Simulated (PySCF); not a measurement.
chlorine (Cl2), SMILES ClCl.

Geometry: B3LYP-D3(BJ)/def2-TZVPD.

Level of theory: PySCF with TDA-PBE/def2-TZVPD.

Vertical excitations; the highest root listed may be one member of a degenerate set. Isolated molecule, no solvent. State labels are in the subgroup D2h.

Computed excitation energies, oscillator strengths and character:
| state | symmetry | energy (eV) | λ (nm) | f | main pairs |
|---|---|---|---|---|---|
| S1 | B3u | 3.39 | 366 | 0.001 | HOMO−1→LUMO (degenerate set) |
| S2 | B2u | 3.39 | 366 | 0.001 | HOMO→LUMO (degenerate set) |
| S3 | B3g | 5.94 | 209 | 0.000 | HOMO−3→LUMO (degenerate set) |
| S4 | B2g | 5.94 | 209 | 0.000 | HOMO−2→LUMO (degenerate set) |
| S5 | B2g | 7.94 | 156 | 0.000 | HOMO−1→LUMO+1 (degenerate set) |
| S6 | B3g | 7.94 | 156 | 0.000 | HOMO→LUMO+1 (degenerate set) |
| S7 | B3u | 8.08 | 153 | 0.039 | HOMO−1→LUMO+2 (degenerate set) |
| S8 | B2u | 8.08 | 153 | 0.039 | HOMO→LUMO+2 (degenerate set) |
| S9 | B1u | 8.38 | 148 | 0.000 | HOMO→LUMO+3, HOMO−1→LUMO+4 (degenerate set) |
| S10 | Au | 8.38 | 148 | 0.000 | HOMO−1→LUMO+3, HOMO→LUMO+4 (degenerate set) |
| T1 | B3u | 2.50 | 496 | 0 | HOMO−1→LUMO (degenerate set) |
| T2 | B2u | 2.50 | 496 | 0 | HOMO→LUMO (degenerate set) |
| T3 | B3g | 5.06 | 245 | 0 | HOMO−3→LUMO (degenerate set) |
| T4 | B2g | 5.06 | 245 | 0 | HOMO−2→LUMO (degenerate set) |
Triplets are in the Tamm–Dancoff approximation.
